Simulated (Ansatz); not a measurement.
Geometry optimisation, RKS PBE0/def2-SVP in Ansatz 0.2.0.

Input:

```yaml
crystal:
  periodic: [false, false, false]
  atoms:
    - { symbol: Mg, position_ang: [0.52336, -1.28733, 0.79888] }
    - { symbol: Al, position_ang: [-0.33458, 0.78109, -0.52044] }
    - { symbol: H, position_ang: [1.11284, -2.61857, 1.72006] }
    - { symbol: H, position_ang: [-1.6497, 0.90573, -1.41052] }
    - { symbol: H, position_ang: [0.34807, 2.21907, -0.58798] }
basis:
  gaussian: { orbitals: def2-SVP }
hamiltonian:
  xc: pbe0
relax:
  f_tol: 0.02
  max_steps: 40
scf:
  lower_state_search: "off"
output:
  orbitals: {}
```

Launched with:

```bash
$ ansatz run input.yaml --threads 1 --pin off --max-ram 2048MiB --backend cpu --events-out ev --progress --plain --runs-dir out
```

**Question.** Where does it end, and by what steps?

**Answer.** It converged. After 5 steps the energy has fallen by 0.083 eV; Al2 moved furthest, 0.09 Å.

| step | energy less start (eV) | largest force component (eV/Å) | accepted |
| --- | --- | --- | --- |
| 0 | 0.0000 | 0.696 | yes |
| 1 | -0.0668 | 0.219 | yes |
| 2 | -0.0797 | 0.147 | yes |
| 3 | -0.0795 | 0.092 | no |
| 4 | -0.0824 | 0.036 | yes |
| 5 | -0.0825 | 0.002 | yes |

```xyz
5
Properties=species:S:1:pos:R:3
Mg 0.547 -1.314 0.847
Al -0.360 0.860 -0.556
H 1.116 -2.673 1.725
H -1.704 0.851 -1.434
H 0.401 2.275 -0.582
```

Time of the run: 2.8 s on 1 thread of AMD EPYC 9R45 (Zen 5), on a shared host, peak memory 0.12 GiB.
